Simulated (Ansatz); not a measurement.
bcc Zr (high-temperature phase) was calculated with LDA (plane waves, PAW; Ansatz, an electronic-structure program).

Settings: plane-wave cutoff 500 eV, 28×28×28 k mesh, Fermi–Dirac smearing 0.1 eV, scalar-relativistic PAW data made under PBE.

Computed at the level's own relaxed cell.

Task: Estimate the equilibrium volume per atom and equilibrium lattice constant a that the calculation returns.

Result: 
equilibrium volume per atom: 21.16 Å³/atom
equilibrium lattice constant a: 3.485 Å

The run finds no gap.

Note: symmetry holds this phase in the static calculation, where it need not be a minimum; held by symmetry at 0 K, a high-temperature phase can be a saddle point; the volume lies 11 % below that of the published cell.

The computed numbers hold no vibrational or temperature effects.

The result took around 30 core-seconds (rough).
